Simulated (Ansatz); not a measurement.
Calculated with Ansatz (gas phase, PBE0-D4/def2-TZVP geometries, no zero-point term in ΔE). CCSD(T)/CBS adds triple-zeta CCSD(T) − MP2 to the extrapolated MP2 energy (def2 sets, frozen cores). This one scheme is used for every species. Functionals use def2-TZVPP. One conformer a species, not always the lowest.

`C=CC(C)F` + H₂ → `C=CCF` + CH₄  (hydrogenolysis of a C–C bond)

| level | ΔE (kcal/mol) | difference from CCSD(T)/CBS |
| --- | --- | --- |
| LDA (SPW92) | -10.4 | 1.3 |
| revPBE-D4 | -10.8 | 0.9 |
| r2SCAN-D4 | -12.0 | -0.3 |
| BHLYP-D4 | -13.6 | -1.9 |
| ωB97M-V | -12.1 | -0.4 |
| r2SCAN0 | -12.9 | -1.2 |
| LC-ωPBE | -13.3 | -1.6 |
| SCS-MP2/def2-TZVPP | -12.2 | -0.5 |
| MP2/def2-QZVPP | -11.0 | 0.7 |
| HF/CBS(def2) | -16.6 | -4.9 |
| CCSD(T)/CBS | -11.7 | 0 |

Largest T1 diagnostic among the species: 0.011.

The D4 term adds +2.0 kcal/mol with B3LYP and +1.1 kcal/mol with PBE0; it sums over pairs of atoms, weighted by their polarisabilities, and B3LYP, whose exchange is more repulsive, gets the larger term. Leaving LDA and LC-ωPBE aside and taking each functional with its dispersion term where it has one, the values spread over 2.8 kcal/mol, from BHLYP-D4 to revPBE-D4. LDA lies +2.8 kcal/mol from PBE without D4. In def2-TZVPP, CCSD(T) changes the Hartree–Fock value by +4.6 kcal/mol (the triples alone add +1.0 kcal/mol) and MP2 by +5.5 kcal/mol.

CCSD(T)/CBS has its own doubt, a few kJ/mol and more with outer-core shells, so smaller differences from it don't rank the levels.

B3LYP here is the variant with VWN-RPA as its local correlation; programs differ in this.
